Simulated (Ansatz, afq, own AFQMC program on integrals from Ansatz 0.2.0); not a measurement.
The Ge5–H9 bond of C₂H₆GeO₂, singlet, worked out

```xyz
11

C    -0.0906   -1.5870    1.2232
C    -0.2967   -0.5747    0.1348
O    -1.1254   -0.6608   -0.7425
O     0.5349    0.4590    0.2176
Ge    0.2926    1.7083   -1.1125
H    -0.7999   -2.4135    1.1057
H     0.9422   -1.9634    1.1867
H    -0.2238   -1.1073    2.2039
H    -1.1156    2.2973   -0.9935
H     1.3734    2.7303   -0.7349
H     0.5741    1.0547   -2.4681
```

The molecule and both fragments are relaxed with PBE0/def2-SVP; the fragments keep their bonds.

Basis def2-SVP. Only valence electrons are correlated. Ansatz 0.2.0 and our own AFQMC program on the same integrals; the CISD trial comes from CCSD amplitudes, and released means the phaseless constraint is let go. Uncertainties: one standard error, sampling alone. No spin–orbit coupling.

Total energies in eV. CBS is CCSD(T) at the limit of def2-TZVPP/QZVPP (MP2 extrapolated, CCSD(T) minus MP2 added); the highest rung of each member is named.

Cautions: inner d shell frozen; no relativity below Rb; no spin-orbit coupling; C₂H₆GeO₂ (singlet): the released value is read at 0.60 1/Eh with a noise of 16 meV, more than in the cases checked (meV from the phaseless value at times in 1/Eh: -16 ± 15 at 0.20, -18 ± 15 at 0.40, -16 ± 16 at 0.60); C₂H₅GeO₂ (doublet): the released value is read at 0.60 1/Eh with a noise of 22 meV, more than in the cases checked (meV from the phaseless value at times in 1/Eh: -26 ± 14 at 0.20, -41 ± 18 at 0.40, -27 ± 22 at 0.60).

| member | count | CCSD(T)/def2-SVP | highest rung in def2-SVP | which | CCSD(T)/CBS |
| --- | --- | --- | --- | --- | --- |
| C₂H₅GeO₂, doublet | +1 | -62697.2608 | -62697.3656 ± 0.0216 | released AFQMC | -62721.6084 |
| H (doublet) | +1 | -13.5861 | -13.5861 | FCI | -13.6059 |
| C₂H₆GeO₂, singlet | -1 | -62714.6208 | -62714.7180 ± 0.0155 | released AFQMC | -62739.1496 |

**Question.** Work out the best estimate of the bond energy: the CCSD(T)/CBS difference plus the step from CCSD(T) to the highest rung.

**Answer.** Sums with the counts: CCSD(T)/CBS 3.9353 eV, highest rung 3.7663 eV, CCSD(T)/def2-SVP 3.7739 eV. The step is 3.7663 − 3.7739 = -0.0076 eV, so the best estimate is 3.9353 + (-0.0076) = 3.9277 eV = 379.0 kJ/mol, with sampling noise 0.027 eV. The step is under twice that noise, so its sign is open. The basis set is worth 0.161 eV of it. Zero-point, core-correlation and spin–orbit terms aren't in it. Past Ne the Hartree–Fock part of each CBS total tends to overshoot, since the cores don't follow the formula; that largely cancels in the difference.

Best estimates are given only where the step beyond CCSD(T) is under 0.3 eV and no member's determinant is very poor (T1 over 0.05, or 0.07 for open shells, ⟨S²⟩ too high by 0.3, two states mixed), so the hardest cases are missing from such tables.

Each member of a difference takes its own highest rung, so a best estimate needn't equal the limit plus the step of one row. Released energies are given only where the last usable release times agree within the noise; a slower fall can still hide under it.
